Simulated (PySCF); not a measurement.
# From one method to the next for NaB⁺

Starting from one script, swap the method and compare what comes out for NaB⁺.

Method: method and basis as typed in the scripts; program: PySCF 2.14.0.

1 further run of the same task is left out (it didn't finish).

### 1 The starting structure

NaB⁺: 2 atoms, charge 1, spin multiplicity 2.

Bond lengths: Na1–B2 2.241 Å.

### 2 Base script

input.py

```python
from pyscf import gto, scf
from pyscf.geomopt.geometric_solver import optimize

mol = gto.M(
    atom='Na 0 0 0; B 0 0 2.241',
    basis='6-311++g**',
    charge=1,
    spin=1,
    verbose=3,
)
mf = scf.UHF(mol)
mf.kernel()
mol_eq = optimize(mf, maxsteps=30)
print('optimised geometry (angstrom)')
print(mol_eq.tostring('raw'))
print('orbital energies (hartree):', [e[max(0, n-3):n+3].round(4) for e, n in zip(mf.mo_energy, mol.nelec)])
```

On the command line:

```console
$ OMP_NUM_THREADS=1 python input.py
```

### 3 Wb97x (UKS)

Edit 1 changes functional: none (Hartree–Fock) → wb97x; SCF type: UHF → UKS; step after the SCF: optimize → analyze.

input.py

```python
from pyscf import gto, dft

mol = gto.M(
    atom='Na 0 0 0; B 0 0 2.241',
    basis='6-311++g**',
    charge=1,
    spin=1,
    verbose=3,
)
mf = dft.UKS(mol, xc='wb97x')
mf.kernel()
mf.analyze()
print('orbital energies (hartree):', [e[max(0, n-3):n+3].round(4) for e, n in zip(mf.mo_energy, mol.nelec)])
```

### 4 EOM-IP

Edit 2 changes step after the SCF: optimize → eomip; frozen orbitals: none → 2; number of roots: none → 5.

input.py

```python
from pyscf import gto, scf, cc

mol = gto.M(
    atom='Na 0 0 0; B 0 0 2.241',
    basis='6-311++g**',
    charge=1,
    spin=1,
    verbose=3,
)
mf = scf.UHF(mol)
mf.kernel()
mycc = cc.CCSD(mf, frozen=2)
mycc.kernel()
e = mycc.ipccsd(nroots=5)[0]
print('roots (eV) =', (e*27.211386).round(3))
mf.dip_moment()
print('orbital energies (hartree):', [e[max(0, n-3):n+3].round(4) for e, n in zip(mf.mo_energy, mol.nelec)])
```

### 5 TDA

Edit 3 changes step after the SCF: optimize → tda; number of roots: none → 8.

input.py

```python
from pyscf import gto, scf, tdscf

mol = gto.M(
    atom='Na 0 0 0; B 0 0 2.241',
    basis='6-311++g**',
    charge=1,
    spin=1,
    verbose=3,
)
mf = scf.UHF(mol)
mf.kernel()
td = tdscf.TDA(mf)
td.nstates = 8
td.kernel()
td.analyze()
mf.dip_moment()
print('orbital energies (hartree):', [e[max(0, n-3):n+3].round(4) for e, n in zip(mf.mo_energy, mol.nelec)])
```

### 6 Bhandhlyp (UKS)

Edit 4 changes functional: none (Hartree–Fock) → bhandhlyp; SCF type: UHF → UKS; step after the SCF: optimize → analyze.

input.py

```python
from pyscf import gto, dft

mol = gto.M(
    atom='Na 0 0 0; B 0 0 2.241',
    basis='6-311++g**',
    charge=1,
    spin=1,
    verbose=3,
)
mf = dft.UKS(mol, xc='bhandhlyp')
mf.kernel()
mf.analyze()
print('orbital energies (hartree):', [e[max(0, n-3):n+3].round(4) for e, n in zip(mf.mo_energy, mol.nelec)])
```

### 7 X3lyp (UKS)

Edit 5 changes functional: none (Hartree–Fock) → x3lyp; SCF type: UHF → UKS; step after the SCF: optimize → analyze.

input.py

```python
from pyscf import gto, dft

mol = gto.M(
    atom='Na 0 0 0; B 0 0 2.241',
    basis='6-311++g**',
    charge=1,
    spin=1,
    verbose=3,
)
mf = dft.UKS(mol, xc='x3lyp')
mf.kernel()
mf.analyze()
print('orbital energies (hartree):', [e[max(0, n-3):n+3].round(4) for e, n in zip(mf.mo_energy, mol.nelec)])
```

What does the calculation give? Wanted: for each run, E(SCF); from base; gap, α spin; after the SCF.

The runs gave:

| run | E(SCF) (hartree) | from base (eV) | gap, α spin (eV) | after the SCF |
| --- | --- | --- | --- | --- |
| base | -186.194022 | 0 | 10.51 | bond 2.876 Å, -0.553 eV |
| wb97x (UKS) | -186.724972 | not comparable | 8.21 | n/a |
| EOM-IP | -186.194022 | 0.0000 | 10.51 | CCSD correlation -4.796 eV, core frozen, first root 14.46 eV |
| TDA | -186.194022 | 0.0000 | 10.51 | lowest root found 0.56 eV |
| bhandhlyp (UKS) | -186.726387 | not comparable | 5.82 | n/a |
| x3lyp (UKS) | -186.708682 | not comparable | 3.08 | n/a |

SCF columns refer to the geometry typed in the script.

**Reading.** The α-spin gap between the frontier levels is 3.1 eV with x3lyp (22 % exact exchange) and 5.8 eV with bhandhlyp (50 %): exact exchange opens it. A lower total energy from another functional means nothing by itself.
